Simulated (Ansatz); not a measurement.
Input file:

```yaml
crystal:
  periodic: [false, false, false]
  atoms:
    - {symbol: B, position_ang: [0.000000, 0.000000, 1.378062]}
    - {symbol: Al, position_ang: [0.000000, 0.000000, -0.616560]}
    - {symbol: H, position_ang: [0.000000, 1.043975, 1.963476]}
    - {symbol: H, position_ang: [0.000000, -1.043975, 1.963476]}
    - {symbol: H, position_ang: [0.000000, 0.000000, -2.203146]}
basis:
  gaussian: {orbitals: cc-pVDZ}
total_charge: 1
magnetization: {spin_polarized: false, initial_magnetization: 2}
correlation: {method: ccsdt_q, electrons: outside_noble_gas}
```

```sh
$ ansatz run in.yaml --threads 1 --pin off --events-out ev --progress --plain --max-ram 2393MiB
```

Log:

```
866 factors; integrals over basis functions are off by at most 1.7e-7 eV
mean field evaluation 1: about -7287.4700 eV, gradient 1.8e1 eV
mean field evaluation 2: about -7287.5265 eV, gradient 1.8e1 eV
mean field evaluation 4: about -7290.4025 eV, gradient 2.6e0 eV
mean field evaluation 8: about -7290.6232 eV, gradient 2.2e-1 eV
mean field evaluation 16: about -7287.4700 eV, gradient 1.8e1 eV
mean field evaluation 32: about -7288.7403 eV, gradient 7.4e-3 eV
mean field evaluation 64: about -7288.3994 eV, gradient 1.1e-1 eV
mean field evaluation 96: about -7287.5763 eV, gradient 1.2e-1 eV
mean field evaluation 128: about -7288.3990 eV, gradient 1.5e-1 eV
mean field evaluation 160: about -7286.4443 eV, gradient 7.6e-1 eV
...
cycle  10  -4.23897976 eV  change    3.5e-4 eV  update   2.5e-4
cycle  11  -4.23902316 eV  change   -4.3e-5 eV  update   1.1e-4
cycle  12  -4.23911172 eV  change   -8.9e-5 eV  update   5.7e-5
cycle  13  -4.23915968 eV  change   -4.8e-5 eV  update   2.4e-5
cycle  14  -4.23917109 eV  change   -1.1e-5 eV  update   1.2e-5
cycle  15  -4.23916293 eV  change    8.2e-6 eV  update   6.0e-6
cycle  16  -4.23915805 eV  change    4.9e-6 eV  update   2.7e-6
cycle  17  -4.23915619 eV  change    1.9e-6 eV  update   1.4e-6
cycle  18  -4.23915634 eV  change   -1.5e-7 eV  update   7.2e-7
cycle  19  -4.23915690 eV  change   -5.6e-7 eV  update   4.2e-7
perturbative correction -0.00418236 eV, -0.0001536990 hartree
Total energy: -7294.86797270 eV, -268.0814533575 hartree
```

For the same geometry and basis UCCSDT(Q) lies 1.0 meV lower.

Ran on 1 thread of Arm Neoverse N1, shared host: 51 s wall, 0.41 GiB peak host memory.
